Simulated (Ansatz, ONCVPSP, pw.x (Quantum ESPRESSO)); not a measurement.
## pw.x on diamond Si: one setting changed

Potential: optimised norm-conserving Vanderbilt (ONCV), ONCVPSP 4.0.1.1 (patched build), PBE; core [Ne], reference 3s1 3p3; waves: 3s: rc 1.45 bohr, ncon 3, nbas 7, qcut 4.5 1/bohr, 2 projectors, debl 2.5 Ha; 3p: rc 2.20 bohr, ncon 3, nbas 7, qcut 4.4 1/bohr, 1 projector; d scattering state at 0.03 Ha: rc 2.05 bohr, ncon 4, nbas 8, qcut 4.5 1/bohr, 3 projectors, debl 0.7 Ha; local part: polynomial inside 1.10 bohr (lpopt 5, dvloc0 0 Ha); core correction: Teter function fitted to the true core (icmod 2), fcfact 0.65.

The reference run (k-mesh 8³, cutoffs 50/200 Ry, Fermi–Dirac 0.01 Ry, mixing_beta 0.4, conv_thr 1e-9, no spin) gives -0.91 GPa at 20.463 Å³/atom, where all-electron LAPW gives -0.05 GPa. This run, with its own iteration cap, changes conv_thr to 1.0, a wrong or extreme entry chosen on purpose.

```
&control
  calculation='scf', prefix='x', pseudo_dir='./', outdir='./tmp', tstress=.true., disk_io='none'
/
&system
  ibrav=0, nat=2, ntyp=1, ecutwfc=50, ecutrho=200, nbnd=11,
  occupations='smearing', smearing='fd', degauss=0.01
/
&electrons
  conv_thr=1, mixing_beta=0.4, electron_maxstep=70
/
ATOMIC_SPECIES
Si 1.0 Si.UPF
CELL_PARAMETERS angstrom
  0.00000000 2.73520428 2.73520428
  2.73520428 0.00000000 2.73520428
  2.73520428 2.73520428 0.00000000
ATOMIC_POSITIONS crystal
Si 0.0000 0.0000 0.0000
Si 0.2500 0.2500 0.2500
K_POINTS automatic
8 8 8 0 0 0
```

```bash
pw.x < Si.scf.in > Si.scf.out
```

Task: How does the run end?

Result: It converges in 1 iterations; the free energy moves by +93.0 meV/atom and the pressure by +11.04 GPa. The result is not a property of the crystal.

```
Message from routine setup:
     using ibrav=0 with symmetry is DISCOURAGED, use correct ibrav instead
     lattice parameter (alat)  =       7.3098  a.u.
     unit-cell volume          =     276.1823 (a.u.)^3
     number of electrons       =         8.00
     number of Kohn-Sham states=           11
     kinetic-energy cutoff     =      50.0000  Ry
     charge density cutoff     =     200.0000  Ry
     scf convergence threshold =      1.0E+00
     Exchange-correlation= PBE
     number of k points=    29  Fermi-Dirac smearing, width (Ry)=  0.0100
     iteration #  1     ecut=    50.00 Ry     beta= 0.40
     the Fermi energy is     5.6987 ev
!    total energy              =     -20.59979313 Ry
     estimated scf accuracy    <       0.09917704 Ry
     smearing contrib. (-TS)   =      -0.00005928 Ry
     The total energy is F=E-TS. E is the sum of the following terms:
     one-electron contribution =       4.77046519 Ry
     hartree contribution      =       1.24550579 Ry
     xc contribution           =      -9.94085073 Ry
     ewald contribution        =     -16.67485410 Ry
     convergence has been achieved in   1 iterations
          total   stress  (Ry/bohr**3)                   (kbar)     P=      101.37
     Message from routine punch:
     Nothing written, as per user request (disk_io='none')
```

The run took about 3.3 s on one core of a shared host (Neoverse-V2, 32 threads, 247 GiB, load 13).
